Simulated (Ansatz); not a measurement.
doublet P₂(+): levels of theory in one basis

```xyz
2

P     0.0000    0.0000    0.0000
P     0.0000    0.0000    2.1846
```

Basis set: def2-SVP (spherical functions). Left uncorrelated: 10 orbitals. Correlation on ROHF uses semicanonical orbitals with singles. Charge 1, multiplicity 2.

Computed with Ansatz (development build ahead of 0.2.0); the reference of a correlated method needn't be the lowest determinant of its kind.

```
      method  E − E(ROHF) (eV)  <S²> of the determinant
        ROHF              0.00                        –
         UHF             -0.76                     1.49
    ROHF-MP2             -5.49                        –
     UHF-MP2             -4.91                     1.49
 UHF-CCSD(T)             -6.66                     1.49
UHF-CCSDT(Q)             -6.84                     1.49
```

Question: What does ROHF-CCSD(T) give on the same scale?

Answer: -6.74 eV.

The restricted and unrestricted rows may stand on different electronic states: another unrestricted solution lies nearer the restricted one.

Caution for ROHF, ROHF-MP2, ROHF-CCSD(T): an unrestricted determinant lies well below. Caution for UHF, UHF-MP2, UHF-CCSD(T), UHF-CCSDT(Q): the unrestricted determinant is spin contaminated; the determinant may break the point group. Caution for ROHF-MP2, UHF-MP2: MP2 on this radical cation hangs on the determinant chosen. Caution for ROHF-MP2, UHF-MP2, UHF-CCSD(T): another reference gives a lower total. Caution for ROHF-CCSD(T): the determinant is a saddle point.
